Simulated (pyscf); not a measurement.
Structures and frequencies: ωB97X-D3(BJ)/def2-SVP in PySCF.

Problem. Estimate by transition-state theory the rate constant of H₂Si=N–SiH₃ (SMILES [SiH2]=N[SiH3]) + SiH₄ (SMILES [SiH4]) → :HSi–N(SiH₃)–SiH₃ (SMILES [SiH]N([SiH3])[SiH3]) [singlet] + H₂ (SMILES [H][H]) (singlet surface; H–Si, H–Si broken, N–Si, H–H formed) at 1200 K, with ωB97M-D3(BJ)/def2-TZVP energies (ideal gas, 1 atm, RRHO with modes under 100 cm⁻¹ raised to 100, one conformer, R ln 2 for chiral ones without a mode under 150 cm⁻¹; no tunnelling).

Solution. The electronic barrier is 35.1 kcal/mol and the thermal terms add +44.2, so ΔG‡ = 79.3 kcal/mol. With k_BT/h = 2.50e+13 s⁻¹ and RT = 2.385 kcal/mol, and a volume of 1.64e-19 cm³ per molecule at 1 atm, k = 1.5e-20 cm³ molecule⁻¹ s⁻¹. Wigner's tunnelling factor for 1261i cm⁻¹ would be 1.10. A shift of 1 kcal/mol in the barrier changes k by a factor 1.5. This saddle turned up in a search for another step; its sides and bond changes are read from the two ends of the descent. The same reactants have a lower exit, to H₃Si–N(SiH₃)–SiH₃ (barrier +1.1 kcal/mol at ωB97M-D3(BJ)/def2-TZVP, against +35.1 kcal/mol here). H₂Si=N–SiH₃ lies 10.1 kcal/mol over its isomer :HSi–NH–SiH₃ [singlet] (electronic energy, ωB97M-D3(BJ)/def2-TZVP). This is the saddle that the search found; another between the same sides may lie lower.
